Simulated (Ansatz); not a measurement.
in.yaml

```yaml
crystal:
  periodic: [false, false, false]
  atoms:
    - {symbol: C, position_ang: [0.000000, 0.000000, -1.570733]}
    - {symbol: N, position_ang: [0.000000, 0.000000, -0.389633]}
    - {symbol: Si, position_ang: [0.000000, 0.000000, 1.960367]}
basis:
  gaussian: {orbitals: cc-pVDZ}
magnetization: {spin_polarized: true, initial_magnetization: 3}
hamiltonian: {xc: {name: wB97M-V}}
output: {orbitals: {seedname: orbitals}}
```

```sh
$ ansatz run in.yaml --threads 1 --pin off --events-out ev --progress --plain --max-ram 2393MiB
```

The program prints:

```
  # Of w^i u^j: cxij and so on, Table III.
  gx(w, u) = 1 - cx + cx01*u + cx10*w
  gss(w, u) = css00 + css04*u^4 + css10*w + css20*w^2 + css43*w^4*u^3
  gos(w, u) = cos00 + cos10*w + (cos20 + cos21*u)*w^2 + (cos60 + cos61*u)*w^6
      + integral(e_c_pw_mod_opposite_spin*gos(b97_w_opposite, b97_u_opposite)) + vv10(b, c)
456 factors; integrals over basis functions are off by at most 9.8e-4 eV
132 factors; integrals over basis functions are off by at most 4.2e-5 eV
mean field evaluation 1: about -10394.2163 eV, gradient 1.8e1 eV
mean field evaluation 2: about -10393.6507 eV, gradient 2.5e1 eV
mean field evaluation 4: about -10396.2449 eV, gradient 1.3e0 eV
mean field evaluation 8: about -10396.3714 eV, gradient 2.0e-1 eV
mean field evaluation 16: about -10396.3779 eV, gradient 5.3e-3 eV
mean field evaluation 32: about -10396.2250 eV, gradient 2.1e0 eV
mean field -10396.37793069 eV, -382.0598420347 hartree, gradient 5.9e-5 eV, S^2 3.770621; 3 other end points of the search recorded, 0 dependent functions left out
reference -10396.37795776 eV, -382.0598430296 hartree; 15, 12 occupied and 31, 34 virtual orbitals, 456 factors
Total energy: -10396.37795776 eV, -382.0598430296 hartree
```

Ran on 1 thread of Intel Xeon 6975P-C, shared host: 3 s wall, 0.19 GiB peak host memory.
